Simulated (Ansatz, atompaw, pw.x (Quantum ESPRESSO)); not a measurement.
# From atom to crystal: PAW (atompaw) potential for Nb

atompaw 4.2.0.5 input, output lines left out:

```
Nb 41
LDA-PW scalarrelativistic loggrid 1500 logderivrange -6 5 276
5 5 4 0 0 0
5 0 1
5 1 0
4 2 4
0 0 0
c
c
c
v
v
c
c
v
v
c
v
2
2.75 2.30 2.00 2.30
n
n
y
0.25
n
custom rrkj vanderbiltortho sinc
bessel
1.85
2.75
2.20
2.75
2.75
2.75
```

Crystal test: diamond Nb in pw.x 7.5, no spin, 8³ k-points, Fermi–Dirac smearing 0.01 Ry, cutoffs 40/400 Ry. The reference is all-electron LAPW (Ansatz 0.2.0) with the same functional, mesh and smearing; V0 and B0 come from Birch–Murnaghan fits to the pressures at five volumes. Errors are pseudo minus all-electron; Δ is the rms difference of the E(V) curves that follow from these fits, minima aligned, over ±6 % about the mean V0. Mesh and smearing are coarse, so the numbers serve the comparison and aren't converged zero-temperature values; the lattice is a test structure that the element need not adopt.

```tsv
V (Å³/atom)	P all-electron (GPa)	P pseudo (GPa)
22.685	4.60	6.47
23.282	2.23	3.88
23.879	0.14	1.59
24.476	-1.72	-0.44
25.073	-3.37	-2.23
```

All-electron: a0 = 5.763 Å (V0 = 23.92 Å³/atom), B0 = 78.4 GPa.

Pseudopotential: mean pressure error (GPa): +1.48; a0 (Å): 5.796; a0 error (%): +0.58; B0 error (%): +1.9; Δ (meV/atom): 7.3. The largest radius (2.75 bohr) exceeds half the bond length (2.36 bohr), so the spheres overlap, which is one possible source of error among others. This is a poor potential for the solid.

Question: At the middle volume, how do free energy and pressure move when the wave cutoff is lowered (ecutrho held at 400 Ry)?

Answer:

```csv
cutoff (Ry),shift of F (meV/atom),shift of P (GPa)
18,+79.8,-1.05
24,+38.5,-0.73
32,+3.0,-0.09
```

The run at the middle volume (29 k-points, 7 iterations) took about 19 s on one core of a shared host (Intel(R) Xeon(R) Platinum 8488C, 192 threads, 744 GiB, load 131).
